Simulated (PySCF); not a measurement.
Work out the structure from these simulated measurements.

Formula: H6P2Si.

* Polarisability: 85.3 au [CAM-B3LYP/def2-SVPD]
* UV, first state: lowest singlet excitation: 6.41 eV (193 nm, f = 0.003) [TDDFT CAM-B3LYP/def2-SVPD]
* UV, strongest line: among the 10 lowest singlet transitions: S5 at 6.91 eV (179 nm, f = 0.295) [TDDFT CAM-B3LYP/def2-SVPD]
* Valence photoelectron: vertical ionisation energy: 9.71 eV [ΔSCF CAM-B3LYP/def2-SVPD]
* Triplet: lowest triplet excitation (Tamm–Dancoff): 5.58 eV [TDA CAM-B3LYP/def2-SVPD]
* Dipole: 1.29 D [CAM-B3LYP/def2-SVPD]
* XPS: Si2p3/2 106.8, P2p3/2 136.4 (×2), Si1s 1846.5, P1s 2150.0 (×2) eV [ΔSCF SCAN, pcX-2 on the ionised atom, pcseg-1 elsewhere, spin-free X2C, 2p3/2 from a spin–orbit splitting computed afterwards within the 2p shell]
* Rotational structure: rotational constants A, B, C: 9.874, 2.195, 1.887 GHz [PBE0-D3(BJ)/def2-SVP]

The electronic properties come from PySCF, for the isolated species, density fitting. Levels stand in brackets. The structure is a single PBE0-D3(BJ)/def2-SVP conformer in the gas phase; no vibrational or solvent corrections.

Problem. Give a SMILES that accounts for the data.

Solution. Numbering: `[PH2:1][SiH2:2][PH2:3]`. The core levels belong to: Si2p3/2 106.8 eV, SiH2 silicon [Si2]; P2p3/2 136.4 eV, three-coordinate phosphorus [P1/P3]; Si1s 1846.5 eV, SiH2 silicon [Si2]; P1s 2150.0 eV, three-coordinate phosphorus [P1/P3]. The first electron is taken from the HOMO, whose largest Löwdin shares are 0.32 on a three-coordinate phosphorus, 0.31 on a three-coordinate phosphorus, 0.15 on the SiH2 silicon and 0.09 on an Si–H hydrogen. The optimised geometry has point group Cs and is an asymmetric top. Structure: `P[SiH2]P`. The assignments are read from this structure; whether some other isomer fits the data as well wasn't checked.

Shape of the structure used: `[PH2:1][SiH2:2][PH2:3]`: H–P1–Si2–P3 -168°, H–P1–Si2–P3 -74°, H–P3–Si2–P1 168°, H–P3–Si2–P1 75°.
